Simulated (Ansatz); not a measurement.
```yaml
crystal:
  periodic: [false, false, false]
  atoms:
    - {symbol: O, position_ang: [0.000000, 0.000000, -0.009457]}
    - {symbol: P, position_ang: [-0.000000, -0.000000, 1.464547]}
basis:
  gaussian: {orbitals: "6-31++G**", final_grid: {core_spheres: 1, valence_spheres: 1, degree: 5}}
magnetization: {spin_polarized: true, initial_magnetization: 1}
hamiltonian: {xc: {name: r2SCAN}}
scf: {lower_state_search: off}
output: {forces: true}
```

```sh
$ ansatz run in.yaml --threads 2 --pin off --events-out ev --progress --plain --max-ram 32768MiB --backend cpu
```

Shortened log:

```
Functional definition: r2SCAN
392 factors; their error is unknown
mean field evaluation 1: about -11325.2362 eV, gradient 4.3e1 eV
mean field evaluation 2: about -11216.6430 eV, gradient 1.3e2 eV
mean field evaluation 4: about -11332.2686 eV, gradient 4.1e0 eV
mean field evaluation 8: about -11319.3323 eV, gradient 4.6e1 eV
mean field evaluation 16: about -11325.8192 eV, gradient 2.2e-1 eV
mean field evaluation 32: about -11325.8629 eV, gradient 3.2e-2 eV
mean field -11325.86292661 eV, -416.2177856074 hartree, gradient 2.6e-6 eV, S^2 0.759462; 0 other end points of the search recorded, 0 dependent functions left out
reference -11325.86296331 eV, -416.2177869559 hartree; 12, 11 occupied and 30, 31 virtual orbitals, 392 factors
Total energy: -11325.86296331 eV, -416.2177869559 hartree
Atom 0 at     0.000000     0.000000    -0.009457 Å, force     0.000000    -0.000000    -4.867978 eV/Å
Atom 1 at    -0.000000    -0.000000     1.464547 Å, force     0.000000     0.000000     4.867978 eV/Å
Dipole moment:     0.000000    -0.000000     0.436354 e Å
Checks for a lower state left out: stability, starts, cluster_reference, orbital_swaps, neighbouring_geometries, increment
```

Task: What is wrong with this run?

Result: The integration grid is far too coarse. The calculation finished and met its thresholds. The result belongs to that input, not to the molecule as meant.
